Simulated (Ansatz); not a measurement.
**InSe (R3m, No. 160)**

The numbers are results of r²SCAN in Ansatz (PAW), not measurements.

Settings: plane-wave cutoff 560 eV, 10×10×10 k mesh, Fermi–Dirac smearing 0.01 eV, scalar-relativistic PAW data made under PBE.

Cell: relaxed at this level.

```json
{
  "band_gap": "0.93 eV (on the SCF k mesh)",
  "direct gap at Γ": "3.10 eV",
  "lattice_parameter_a": "4.044 Å",
  "c axis length": "26.079 Å"
}
```

Note: for a layered or molecular solid the relaxed cell lies over 5 % above the published volume, where the minimum can be shallow; the cell comes from a level without a dispersion term, which matters for the spacing of layers, chains or molecules; the volume lies 5 % above that of the published cell.

Spin–orbit coupling is not included.

Ansatz is an electronic-structure program.
